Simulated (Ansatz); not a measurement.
# S₂ (triplet): wave-function methods side by side, 6-31G*

Aim: climb from Hartree-Fock through coupled cluster and multireference methods for S₂ (triplet) at one geometry and basis, and see what each rung misses.

The runs use Ansatz 0.2.0, Gaussian basis; 6-31G*, core rule «outside noble gas», up to 10 orbitals frozen.

The runs, in order: UHF; CCSD(T) on ROHF; CCSD(T) on UHF; BCCD(T) on ROHF; CISD; CCSDT(Q) on ROHF; CCSDT(Q) on UHF; CISDTQ; CCSDTQ on ROHF; CCSDTQ on UHF; CASSCF and MRCISD+Q, 12 electrons in 8 orbitals; CASSCF and NEVPT2, 12 electrons in 8 orbitals.

11 further runs of the same task are left out: 2 that didn't finish, 9 set aside as unsound or not needed.

### Step 1. The geometry

The geometry is an MP2(full)/6-31G* stationary point (not a proven minimum).

2 atoms, charge 0, spin multiplicity 3.

Atoms are counted from 1 here; the program's logs count them from 0.

Bond lengths: S1–S2 1.920 Å.

### Step 2. UHF

Input file in.yaml:

```yaml
crystal:
  periodic: [false, false, false]
  atoms:
    - {symbol: S, position_ang: [0.000000, 0.000000, 0.000000]}
    - {symbol: S, position_ang: [0.000000, 0.000000, 1.920226]}
basis:
  gaussian: {orbitals: "6-31G*"}
magnetization: {spin_polarized: true, initial_magnetization: 2}
hamiltonian: {xc: hf}
output: {orbitals: {seedname: orbitals}}
```

The run is started by

```
ansatz run in.yaml --threads 1 --pin off --events-out ev --progress --plain --max-ram 3328MiB --backend cpu
```

The runs that follow: CCSD(T) on ROHF; CCSD(T) on UHF; BCCD(T) on ROHF; CISD; CCSDT(Q) on ROHF; CCSDT(Q) on UHF; CISDTQ; CCSDTQ on ROHF; CCSDTQ on UHF; CASSCF and MRCISD+Q, 12 electrons in 8 orbitals; CASSCF and NEVPT2, 12 electrons in 8 orbitals.

Q: Predict the results of all the runs planned. Wanted: UCCSDTQ below the RHF energy; RMP2 from UCCSDTQ; UMP2 from UCCSDTQ; RCCSD from UCCSDTQ; RCCSD(T) from UCCSDTQ; UCCSD(T) from UCCSDTQ; RCCSDT(Q) from UCCSDTQ; UCCSDT(Q) from UCCSDTQ; NEVPT2 valence from UCCSDTQ.

As calculated:

| quantity | value |
| --- | --- |
| UCCSDTQ below the RHF energy | -7.3567 eV |
| RMP2 from UCCSDTQ | +74.6 kJ/mol |
| UMP2 from UCCSDTQ | +89.8 kJ/mol |
| RCCSD from UCCSDTQ | +32.3 kJ/mol |
| RCCSD(T) from UCCSDTQ | +4.4 kJ/mol |
| UCCSD(T) from UCCSDTQ | +4.4 kJ/mol |
| RCCSDT(Q) from UCCSDTQ | 0.0 kJ/mol |
| UCCSDT(Q) from UCCSDTQ | 0.0 kJ/mol |
| NEVPT2 valence from UCCSDTQ | +122.6 kJ/mol |
| MRCISD+Q valence from UCCSDTQ | +5.0 kJ/mol |
| levels within 1 kcal/mol (43 meV) | RCCSDT, UCCSDT, CISDTQ, RCCSDT(Q), UCCSDT(Q), RCCSDTQ |
| T1 diagnostic | 0.016 |
| effectively unpaired electrons | 2.02 |

**Reading.** RCCSD(T) misses by +4.4 kJ/mol, 0.6 % of the correlation energy. One determinant dominates. Of the multireference levels listed MRCISD+Q valence comes nearest in total energy (+5.0 kJ/mol), which doesn't show that its space is the better one. These misses are within one basis, not against nature; the frozen cores of restricted and unrestricted runs differ, which can shift their rows.
